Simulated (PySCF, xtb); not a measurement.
CH₃, SMILES [CH3], multiplicity 2.

Harmonic wavenumbers (cm⁻¹) from GFN2-xTB (xtb) at its own minimum, in rising order: 492, 1352, 1352, 3152, 3245, 3245.

**Question.** What does B3LYP-D3(BJ)/def2-TZVPD in PySCF give at its own minimum? (Estimate from the structure and the level; the computed values follow.)

**Answer.** 536, 1407, 1407, 3112, 3288, 3288. Paired by order, the mean absolute difference is 47 cm⁻¹ and the zero-point energies are 18.4 and 18.6 kcal/mol.
